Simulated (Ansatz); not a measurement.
The input, for Ansatz 0.2.0:

```yaml
crystal:
  periodic: [false, false, false]
  atoms:
    - {symbol: Al, position_ang: [0.000000, -0.044485, 0.423834]}
    - {symbol: Li, position_ang: [0.000000, -0.044485, -2.214988]}
    - {symbol: H, position_ang: [0.000000, 2.849488, 2.531278]}
    - {symbol: H, position_ang: [0.000000, -1.352347, 1.376243]}
basis:
  gaussian: {orbitals: 6-31G}
magnetization: {spin_polarized: false}
correlation: {method: ccsdt_q, electrons: outside_noble_gas}
```

```sh
$ ansatz run in.yaml --threads 1 --pin off --events-out ev --progress --plain --max-ram 2393MiB
```

The program prints:

```
530 factors; integrals over basis functions are off by at most 2.0e-7 eV
mean field evaluation 1: about -6809.5539 eV, gradient 1.2e1 eV
mean field evaluation 2: about -6809.5587 eV, gradient 1.2e1 eV
mean field evaluation 4: about -6811.3331 eV, gradient 1.6e0 eV
mean field evaluation 8: about -6811.3812 eV, gradient 1.2e-1 eV
mean field evaluation 16: about -6810.9934 eV, gradient 5.5e0 eV
mean field evaluation 32: about -6804.2484 eV, gradient 2.2e-6 eV
mean field evaluation 64: about -6808.0866 eV, gradient 1.5e1 eV
mean field evaluation 96: about -6793.9771 eV, gradient 1.6e1 eV
mean field evaluation 128: about -6788.5481 eV, gradient 1.1e1 eV
mean field evaluation 160: about -6783.3011 eV, gradient 2.8e0 eV
mean field -6811.38166122 eV, -250.3136591295 hartree, gradient 7.4e-7 eV, S^2 0.000000; 7 other end points of the search recorded, 0 dependent functions left out; unrestricted orbitals would lower it
determinant -6811.38166122 eV, -250.3136591295 hartree, with singles and doubles -6814.21826029 eV, -250.4179022227 hartree
determinant -6804.24839281 eV, -250.0515163506 hartree, with singles and doubles -6809.92770876 eV, -250.2602273620 hartree
determinant -6811.38166122 eV, -250.3136591295 hartree, with singles and doubles -6814.23977437 eV, -250.4186928506 hartree
...
unrestricted determinant -6812.94965569 eV, -250.3712818635 hartree, S^2 0.9732
6 core orbitals not correlated: weight in the atoms' cores, before any rotation towards them, 1.000 or more for the frozen orbitals, at most 0.000 for the correlated occupied ones
reference -6811.38166122 eV, -250.3136591295 hartree; 3, 3 occupied and 17, 17 virtual orbitals, 530 factors
second order -1.59764429 eV of doubles, -0.00000000 eV of singles
...
cycle  16  -3.04150946 eV  change   -5.1e-5 eV  update   6.3e-5
cycle  17  -3.04154040 eV  change   -3.1e-5 eV  update   3.7e-5
cycle  18  -3.04153448 eV  change    5.9e-6 eV  update   1.4e-5
cycle  19  -3.04153505 eV  change   -5.7e-7 eV  update   9.1e-6
cycle  20  -3.04152952 eV  change    5.5e-6 eV  update   6.1e-6
cycle  21  -3.04152679 eV  change    2.7e-6 eV  update   3.5e-6
cycle  22  -3.04152685 eV  change   -5.7e-8 eV  update   1.7e-6
cycle  23  -3.04152788 eV  change   -1.0e-6 eV  update   1.0e-6
cycle  24  -3.04152846 eV  change   -5.9e-7 eV  update   6.4e-7
cycle  25  -3.04152875 eV  change   -2.9e-7 eV  update   3.8e-7
perturbative correction -0.01116769 eV, -0.0004104051 hartree
Total energy: -6814.43435766 eV, -250.4258436545 hartree
```

The T1 diagnostic is 0.129.

For the same geometry and basis full CI lies 1.0 meV higher. By full CI's occupations no single determinant describes the state well. RHF is unstable: UHF (⟨S²⟩ = 0.97) lies 1.57 eV below the lowest RHF solution. Higher spins weren't run at this geometry and may lie near or lower.

Ran on 1 thread of Arm Neoverse N1, shared host: 2 s wall, 0.16 GiB peak host memory.
